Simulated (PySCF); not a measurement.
**Working out the ionisation energy of Ar**

Ar [Ar] (1S) → Ar⁺ [Ne] 3s2 3p5 (2P). Computed with PySCF 2.14 in aug-cc-pVQZ-DK (7s6p4d3f2g, 84 functions), with the spin-free X2C one-electron Hamiltonian (Gaussian nucleus). Frozen: [Ne]. Energies in hartree (1 hartree = 27.21139 eV):

```csv
part,Ar (lower),Ar⁺ (upper)
UHF,-528.625855,-528.091810
CCSD correlation,-0.249553,-0.208142
(T),-0.008770,-0.006477
```

Question: What does Hartree-Fock give?

Answer: (-528.091810) − (-528.625855) = 0.534045 hartree = 14.532 eV.

Question: What do CCSD and CCSD(T) give?

Answer: The CCSD correlation energies differ by 0.041411 hartree = 1.127 eV and the triples by 0.002293 hartree = 0.062 eV, so CCSD gives 15.659 eV and CCSD(T) 15.721 eV.

Measured between the centres of the two terms (NIST): 15.819 eV, so CCSD(T) (valence) is off by -0.098 eV.

What remains against the reference includes basis incompleteness, the frozen core and higher excitations.
